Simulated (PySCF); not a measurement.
## Single point on NaS⁺

State: ³Σ⁻ (triplet), unpaired electrons π ↑↑.

An equivalent input (the run itself took its basis sets from the Basis Set Exchange, started from a PBE0 density and held the occupation σ 8α 8β, πx 3α 2β, πy 3α 2β):

```python
from pyscf import gto, dft
mol = gto.M(atom='Na 0 0 0; S 0 0 2.865', basis={'Na': 'pcseg-2', 'S': 'pcseg-2'},
            charge=1, spin=2, verbose=4, symmetry='C2v')
mf = dft.UKS(mol, xc='B88,P86')
mf.grids.atom_grid = (80, 434)
mf.grids.prune = dft.gen_grid.treutler_prune
mf.irrep_nelec = {'A1': (8, 8), 'B1': (3, 2), 'B2': (3, 2)}
mf.conv_tol = 1e-9
mf.max_cycle = 60
mf.diis_space = 10
mf.kernel()
```

The log (some set-up lines and the per-cycle HOMO/LUMO lines removed):

```
******** <class 'pyscf.dft.uks_symm.SymAdaptedUKS'> ********
method = SymAdaptedUKS
damping factor = 0
level_shift factor = 0
DIIS = <class 'pyscf.scf.diis.CDIIS'>
diis_start_cycle = 1
diis_space = 10
diis_damp = 0
SCF conv_tol = 1e-09
SCF conv_tol_grad = None
SCF max_cycles = 60
number electrons alpha = 14  beta = 12
Set gradient conv threshold to 3.16228e-05
init E= -560.27244065152
cycle= 1 E= -560.273187091295  delta_E= -0.000746  |g|= 0.0101  |ddm|= 0.0477
cycle= 2 E= -560.273205548903  delta_E= -1.85e-05  |g|= 0.00345  |ddm|= 0.00937
cycle= 3 E= -560.273208654671  delta_E= -3.11e-06  |g|= 0.000348  |ddm|= 0.00294
cycle= 4 E= -560.273208711706  delta_E= -5.7e-08  |g|= 0.000143  |ddm|= 0.000593
cycle= 5 E= -560.273208723885  delta_E= -1.22e-08  |g|= 2.12e-05  |ddm|= 0.000206
cycle= 6 E= -560.273208724111  delta_E= -2.26e-10  |g|= 2.53e-06  |ddm|= 2.64e-05
Extra cycle  E= -560.273208724114  delta_E= -3.18e-12  |g|= 1.82e-06  |ddm|= 4.92e-06
converged SCF energy = -560.273208724114  <S^2> = 2.0039862  2S+1 = 3.0026563
```

Repeating this along the bond gives Re = 2.892 Å and ωe = 171 cm⁻¹.

A point of this curve took 0.15 CPU seconds beside 0.11 for the integrals, on AMD EPYC 9R45 96-Core (shared host).

The state is the lowest determinant that a PBE0 search found; another state may lie lower at other levels.
